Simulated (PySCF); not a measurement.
Run record: geometry optimisation, `[SiH4]`.

Computed with PBE0-D3(BJ)/def2-SVP geometry optimisation, gas phase (PySCF 2.14.0). Start geometry: GFN2-xTB. The input is one job of a driver script: a line of settings, then coordinates in Å.

Command:
```bash
OMP_NUM_THREADS=1 python probes_run.py task.json out
```

Input:
```
{"job": {"xc": "PBE0", "basis": "def2-SVP", "d3": "d3bj", "grid": 1, "shake": 0.01, "kind": "geom"}, "charge": 0, "multiplicity": 1}
Si     0.022140    -0.025040     0.000850
H     -0.337790     1.232070    -0.708620
H     -0.708110    -1.122940    -0.645300
H      1.477640    -0.217890    -0.066220
H     -0.420310     0.099820     1.381390
```

Output:
```
step   0  E = -291.65316555  max force = 0.014489
step   1  E = -291.65431721  max force = 0.000680
step   2  E = -291.65432217  max force = 0.000254
optimisation converged
```

Energies in Eh; «max force» is the largest Cartesian gradient component in Eh/bohr.

Give the first gradient maximum in eV/Å.

With 1 Eh/bohr = 51.422 eV/Å, 0.745 eV/Å.

How much energy does the optimisation release, in kJ/mol?

E(step 0) − E(last step) = 0.001157 Eh, which is 3.0 kJ/mol.

In short: final energy -291.65432 Eh after 2 steps; dipole 0.00 D.

Estimate the wall time. Hardware: Arm Neoverse N1, one thread, shared host with 64 logical CPUs at a one-minute load of 59. And the peak memory of the process?

About 2.2 s, with 0.24 GiB resident at the peak, the Python interpreter and its libraries included.
Labels such as C1 count atoms from 1, the log's own numbers from 0.
